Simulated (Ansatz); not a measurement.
## Reading a saddle point

A first-order saddle point of CH6FSi, doublet, PBE0-D4/def2-TZVP, with one imaginary mode of 941i cm⁻¹:

```xyz
9
angstrom
H 0.0901 -0.1240 0.0313
Si -0.4521 1.2068 0.7584
F -1.3500 1.9991 -0.3104
C 0.5469 -1.3945 -0.8133
H 0.6597 2.1034 1.1733
H -1.3128 0.8865 1.9282
H 0.2844 -2.1973 -0.1340
H -0.0708 -1.2886 -1.6975
H 1.6045 -1.1915 -0.9360
```

Computed with Ansatz 0.2.0 (basis: def2-TZVPP and def2-QZVPP); correlated methods freeze the cores; orbitals are unrestricted. Extrapolation: Hartree–Fock as exp(−7.88 √X), correlation as X^−2.97.

(1) Which contacts change along the imaginary mode, and what lies on either side? (Judge from chemistry; the calculation decides.)

(2) Which side is lower, and how far does the saddle lie above each? (To be estimated.)

The T1 diagnostic stays at or below 0.015. ⟨S²⟩ of the unrestricted Hartree–Fock references: 0.75 to 0.78 (a pure state has 0.75). The start structure is not quite a true minimum (one mode of 42i cm⁻¹). The end structure is not quite a true minimum (one mode of 29i cm⁻¹).

## Answers

(1) The calculation gives: The step is SiH₃F ([F][SiH3]) + CH₃ → SiH₂F ([F][SiH2]) + CH₄, with the molecules in contact on both sides. Shortening one way: H1–C4; lengthening the same way: H1–Si2.
| pair | one side (Å) | saddle (Å) | other side (Å) |
| --- | --- | --- | --- |
| H1–C4 | 3.38 | 1.59 | 1.09 |
| H1–Si2 | 1.48 | 1.61 | 3.66 |

(2) The calculation gives: The side with H1–C4 short is lower by 0.551 eV; the saddle lies 1.013 eV above it and 0.462 eV above the other (CCSD(T) at an estimated basis limit (MP2 extrapolated from triple and quadruple zeta, plus CCSD(T) − MP2 in triple zeta); electronic energies).

Radical steps of this kind take place in plasma deposition and etching.

Labels in which every atom is bracketed show which atoms are joined, not bond orders.

For scale, one of the runs: CCSD(T)/def2-TZVPP, 188 basis functions (an equivalent command: `ansatz run in.yaml --threads 4`). The run took 74 s on 4 CPU threads (shared host), with 5 GiB of host memory at its peak.
